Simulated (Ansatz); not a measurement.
**H2B–B, singlet in 6-31G: errors against full CI**

Geometry: a point of a stretch scan, not a stationary point.

```xyz
4

B     0.0000    0.0000    0.9539
B     0.0000    0.0000   -1.2481
H     0.0000    1.0240    1.5775
H     0.0000   -1.0240    1.5775
```

Basis 6-31G; Ansatz 0.2.0. Only valence electrons are correlated (noble-gas cores frozen), which leaves 8 electrons in 20 orbitals. R marks a restricted (for open shells ROHF) determinant, U an unrestricted one. Active spaces: valence = (8e, 10o) chosen from the atoms' valence shells; pair = (2e, 2o) about the gap.

Full CI is exact within this basis and frozen core; it isn't the basis-set limit. The frozen core follows each run's orbitals, which can shift R against U totals by a few meV.

```
UHF ⟨S²⟩                          : 0.613
T1 diagnostic (RCCSD)             : 0.0132
largest doubles amplitude (RCCSD) : 0.109
```

| level | E − E(full CI) (kJ/mol) | share of correlation (%) | wall time |
| --- | --- | --- | --- |
| RHF | 335.3 | 0.00 | – |
| RMP2 | 108.0 | 67.80 | – |
| CISD | 31.1 | 90.73 | 0.33 s |
| RCCSD | 8.7 | 97.42 | – |
| RCCSD(T) | 2.4 | 99.29 | 0.18 s |
| BCCD(T) | 2.4 | 99.28 | 0.24 s |
| RCCSDT | 0.5 | 99.85 | – |
| RCCSDT(Q) | 0.2 | 99.95 | 0.6 s |
| RCCSDTQ | 0.0 | 99.99 | 8 s |
| CASSCF (pair space) | 280.0 | 16.50 | – |
| NEVPT2 (pair space) | 93.7 | 72.05 | 0.18 s |
| MRCISD (pair space) | 21.6 | 93.57 | – |
| MRCISD+Q (pair space) | -2.3 | 100.70 | 0.51 s |
| CASSCF (valence space) | 82.4 | 75.41 | – |
| NEVPT2 (valence space) | 23.7 | 92.92 | 7 s (H100) |
| MRCISD (valence space) | 2.0 | 99.40 | – |
| MRCISD+Q (valence space) | 0.5 | 99.86 | 9 s (H100) |

The correlation energy at full CI, counted from RHF, is -3.475 eV. That run took 13 s on 2 threads of AMD EPYC 7R13 with a shared H100 80 GB, shared host over 5,884,777 determinants.

Run but not shown, since their state, orbitals or frozen core can't be matched to the reference's or they repeat it: UHF, UMP2, UCCSD, UCCSD(T), UCCSDT, UCCSDT(Q), UCCSDTQ.

Times hold each run's SCF and search for its determinant on a shared host, so for small cases they say little of a method's own cost; rows without a card ran on 1 thread of AMD EPYC 7R13.

More than 5 meV below full CI, which no variational method can be: MRCISD+Q (pair space).

The full-CI state has the irrep A1 of C2v, in the program's axes.

Natural occupations of full CI about the gap: 1.971 1.967 1.929 1.863 0.066 0.060 0.058 0.021 0.020 0.015; effectively unpaired electrons, Σ n²(2−n)², 0.14.
